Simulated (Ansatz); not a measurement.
Basis sets compared for BH2(OH) (BOH3). Total charge 0; singlet. Geometry r2SCAN-D4/def2-TZVP. Ansatz on 4 threads of Arm Neoverse V2 on a shared host; times are rough, and most runs start from earlier orbitals.

```xyz
5

B     0.393    0.137   -0.078
H     1.517   -0.037    0.289
H     0.105    0.920   -0.942
O    -0.563   -0.599    0.531
H    -1.451   -0.422    0.200
```

B3LYP takes the VWN-RPA correlation.

Binding counts from free atoms (B doublet, H doublet, O triplet) in the same basis, without a counterpoise term.

```tsv
level	functions	energy (Eh)	HOMO (eV)	LUMO (eV)	binding per atom (eV)	wall time
HF/6-31G	24	-101.2756	-12.56	3.76	2.62	0.05 s
HF/def2-TZVP	80	-101.3708	-12.64	2.73	2.85	0.15 s
PBE-D4/def2-SVP	43	-101.6970	-7.19	-1.22	3.84	0.2 s
PBE-D4/def2-TZVP (with forces)	80	-101.8186	-7.38	-1.44	3.81	0.35 s
r2SCAN-D4/def2-TZVP	80	-101.8892	-7.71	-1.00	3.78	0.65 s
B3LYP-D4/6-31G	24	-101.8754	-8.45	-0.26	3.61	0.15 s
B3LYP-D4/def2-TZVP	80	-101.9613	-8.70	-0.70	3.78	0.3 s
PBE0-D4/def2-SVP	43	-101.7076	-8.75	-0.18	3.77	0.2 s
PBE0-D4/def2-TZVP	80	-101.8273	-8.88	-0.42	3.74	0.35 s
```

**Question.** Estimate the rows for PBE-D4/def2-TZVPD, r2SCAN-D4/def2-TZVPD, PBE0-D4/def2-TZVPD.

**Answer.** 
| level | functions | energy (Eh) | HOMO (eV) | LUMO (eV) | binding per atom (eV) | wall time |
| --- | --- | --- | --- | --- | --- | --- |
| PBE-D4/def2-TZVPD | 104 | -101.8197 | -7.41 | -1.51 | 3.81 | 0.4 s |
| r2SCAN-D4/def2-TZVPD | 104 | -101.8900 | -7.73 | -1.05 | 3.78 | 0.8 s |
| PBE0-D4/def2-TZVPD | 104 | -101.8283 | -8.91 | -0.50 | 3.74 | 0.41 s |
